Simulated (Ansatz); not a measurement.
fcc Pd was calculated with rVV10 (PAW; Ansatz, a first-principles code).

Run with plane-wave cutoff 520 eV, 24×24×24 k mesh, Fermi–Dirac smearing 0.05 eV, scalar-relativistic PAW data made under PBE.

Energies at three volumes about the minimum:

| V (Å³/atom) | E − E_lowest (meV/atom) |
|---|---|
| 15.386 | 3.56 |
| 15.700 | 0.00 |
| 16.014 | 2.88 |

Q: Fit a parabola by hand: where is the minimum, what lattice constant follows, and what is the bulk modulus?

A: Slopes: (0.00 − 3.56)/(15.700 − 15.386) = -11.338 and (2.88 − 0.00)/(16.014 − 15.700) = 9.172 meV/Å³. Curvature E″ = 2 × (9.172 − (-11.338))/(16.014 − 15.386) = 65.318 meV/Å⁶. From the middle of the first interval, the slope vanishes at V0 = 15.5430 − (-11.338)/65.318 = 15.717 Å³/atom. B = V0 E″ = 15.717 × 65.318 meV/Å³ × 0.1602 GPa per meV/Å³ = 164 GPa. With 4 atoms in the cube, a = (4 × 15.717)^(1/3) = 3.976 Å. The full Birch–Murnaghan fit to all volumes gives V0 = 15.710 Å³/atom and B0 = 163 GPa.

Measured, for comparison: bulk modulus 195 GPa (zero-point energy and finite temperature contributions removed, our sources range from 187 to 198; as tabulated in doi:10.1021/acs.jctc.3c00612); lattice constant a 3.876 Å (static lattice: zero-point anharmonic expansion removed; as tabulated in Mejia-Rodriguez and Trickey (2018), arXiv:1807.09216). Computed (rounded) less measured: bulk modulus -16 % (-13 % to -18 % over the range).
